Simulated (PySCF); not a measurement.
Molecule: `CO/C(C)=C/Cl`, C4H7ClO.

Mapped SMILES: `[CH3:1][O:2]/[C:3]([CH3:4])=[CH:5]/[Cl:6]`. Hydrogens are named by the atom that carries them.

Geometry PBE0-D3(BJ)/def2-SVP throughout; GIAO in PySCF 2.14.0 with density-fitted response routines, gas phase, one conformer, non-relativistic; equivalent atoms averaged; basis pcSseg-1.

Question: How do the shifts δ (against TMS, H2O, HCl at the same level) depend on the functional? (ppm; last column core-seconds on shared hosts with different chips, so compare them loosely; the GGAs took longer than the global hybrids here, which isn't the general rule, and the cause wasn't traced)

Answer: 
```csv
functional,kind,C3,C5,C1,C4,O2,Cl6,H(C5),H(C1),H(C4),core-s
HF,Hartree–Fock,166.8,98.9,49.8,16.9,78.4,52.0,4.91,3.30,2.05,6.5
LDA,LDA,166.6,101.1,55.7,16.9,140.8,164.9,4.72,3.57,1.96,16
PBE,GGA,160.9,97.3,55.1,17.3,135.9,147.3,4.67,3.51,1.96,22
BLYP,GGA,163.1,98.7,55.9,17.5,138.8,146.9,4.65,3.53,1.96,21
BP86,GGA,161.4,97.5,55.5,17.7,133.0,144.7,4.68,3.52,1.97,20
OPBE,GGA,152.6,93.7,53.1,17.2,127.4,135.7,4.72,3.47,1.95,21
KT2,GGA,154.5,91.7,54.1,16.7,126.4,137.3,4.65,3.49,1.97,19
KT3,GGA,151.6,91.6,53.4,16.8,126.1,131.9,4.64,3.45,1.95,19
B97-D,GGA,157.3,95.6,54.8,17.6,128.2,135.2,4.69,3.51,1.98,18
B3LYP,global hybrid,165.7,100.4,54.8,17.5,125.0,126.2,4.73,3.46,1.98,11
PBE0,global hybrid,163.9,99.3,53.9,17.4,119.1,120.7,4.76,3.43,1.97,11
mPW1PW91,global hybrid,164.1,99.6,54.0,17.6,118.4,118.7,4.76,3.42,1.98,11
WP04,global hybrid,165.3,104.6,56.0,19.1,117.4,123.3,4.67,3.33,1.95,11
B97-2,global hybrid,160.7,97.7,53.8,17.5,117.1,117.3,4.75,3.43,1.98,11
BHandHLYP,global hybrid,167.8,101.4,53.0,17.3,106.7,97.8,4.81,3.38,2.00,10
CAM-B3LYP,range-separated hybrid,169.0,101.2,54.6,17.2,117.1,114.3,4.74,3.45,1.96,14
wB97X-D,range-separated hybrid,165.9,99.4,54.4,17.8,111.9,108.0,4.75,3.41,1.97,14
LC-wPBE,range-separated hybrid,169.4,100.4,54.2,17.7,105.5,99.1,4.72,3.40,1.93,22
```

Question: Which nucleus moves most, in ppm?

Answer: Cl6 (chlorine bonded to C): from 52.0 ppm with HF to 164.9 ppm with LDA. The smallest spread is 0.11 ppm, at H(C4). Proton shifts span only some 12 ppm, so a few tenths of a ppm matter as much there as several ppm in carbon.
